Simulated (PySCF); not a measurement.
Species: C2H2F2 (charge +1 and doublet state).
Cartesian coordinates in Å at the GFN2-xTB level; atoms count from 1:
```xyz
6
C2H2F2 angstrom
C     -0.740   -0.078   -0.019
C      0.641    0.068    0.010
F      1.228    1.200   -0.024
F      1.452   -0.916    0.074
H     -1.387    0.797   -0.071
H     -1.192   -1.070    0.008
```

The species is `[CH2+][C](F)F` [radical] (charge +1).

Computed with PySCF 2.14.0, UKS B3LYP, pcH-1 on C F H, non-relativistic, mean-field spin-orbit, GIAO. Geometry: GFN2-xTB; no solvent, vibrations or thermal averaging. A GFN2-xTB geometry isn't a minimum of the functional, and hyperfine couplings can be far from their values at a DFT geometry, by a factor of two or more for some ions and for spin on atoms past the first row.

Q: Predict the first-order ENDOR lines of F3/F4 and H5/H6 under fast tumbling at B = 1212.4 mT (Q band).

A: ν± = |νn ± a/2|, one line for each electron-spin manifold; νn = |g_N| × 7.62259 MHz/T × B.

```tsv
nuclei	isotope	g_N	νn (MHz)	a_iso (MHz)	lower line (MHz)	upper line (MHz)
F3/F4	19F	5.2577	48.59	67.04	15.07	82.11
H5/H6	1H	5.5857	51.62	-49.96	26.64	76.60
```

Q: Which pairs are centred on the nuclear Larmor frequency, and which on half the coupling?

A: Centred on νn, since |a| < 2νn: F3/F4 and H5/H6. No pair has |a| > 2νn.

Q: At what field would the lower line of F3/F4 fall to zero frequency?

A: Where νn = |a|/2, that is B = 33.52 MHz/(5.2577 × 7.62259 MHz/T) = 836 mT, as far as first order holds there.

Nuclei that the bonding pattern makes equivalent are averaged, as if the motion that swaps them (rotation, inversion, ring flip) were fast.

The SMILES draws the unpaired electron on C2; the largest computed Mulliken spin population is on C1 (0.71 against 0.21).
